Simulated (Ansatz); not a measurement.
# Zinc-blende CdSe: TO(Γ) frequency by level of theory

No measured value is used here.

```json
[
 {"level (code)": "LDA (Ansatz)", "value (cm⁻¹)": "175", "cell (Å³/atom)": "27.10"},
 {"level (code)": "PBE (Ansatz)", "value (cm⁻¹)": "155", "cell (Å³/atom)": "29.73"},
 {"level (code)": "r²SCAN (Ansatz)", "value (cm⁻¹)": "163", "cell (Å³/atom)": "28.84"},
 {"level (code)": "B3LYP (VWN-RPA form) (Ansatz)", "value (cm⁻¹)": "…", "cell (Å³/atom)": "30.34"}
]
```

Question: Some entries are withheld; supply them.

Answer: 
- B3LYP (VWN-RPA form) (Ansatz, a quantum-chemistry and plane-wave program), value (cm⁻¹): 152

Each level is taken at its own relaxed cell. Cutoffs and k meshes differ between the levels. Ansatz's density-functional and Hartree–Fock values are scalar-relativistic unless marked +SOC, with PAW data made under PBE.
